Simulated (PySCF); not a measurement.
# CHNaO (Na ... CHO): the cost of one run

Programs: PySCF 2.14.0, with routines of our own; each step states its level. All values are computed. Atoms count from 0.

## 1. The system as given

4 atoms, charge 0, high-spin multiplicity 3; geometry from: GFN2-xTB fragments, placed rigidly.

The system (radical pair): Na···CHO. The radical centres are 5.32 Å apart; the spin sites are atom 0 (1 unpaired) and atoms 1, 2, 3 (1 unpaired).

## 2. Magnetic exchange: CASSCF and SC-NEVPT2/def2-TZVP (2,2)

What the job is given:

```
{"job": {"kind": "cas", "basis": "def2-TZVP", "active": "magnetic", "zfs": true}, "charge": 0, "high_spin_multiplicity": 3, "spin_sites": [[[0], 1], [[1, 2, 3], 1]]}
Na     0.017600     0.252300    -4.010600
C      0.017600     0.252300     1.313400
O     -0.739500    -0.244100     2.070500
H      0.704300    -0.260500     0.626700
```

Level: CASSCF and SC-NEVPT2/def2-TZVP spin states, gas phase.

On the command line:

```
> OMP_NUM_THREADS=1 python exch_run.py task.json out
```

One launch serves the whole session: the jobs run in the order shown.

**Question.** How long does this run take on 1 thread of Arm Neoverse N1, shared host?

About 3.6 s.
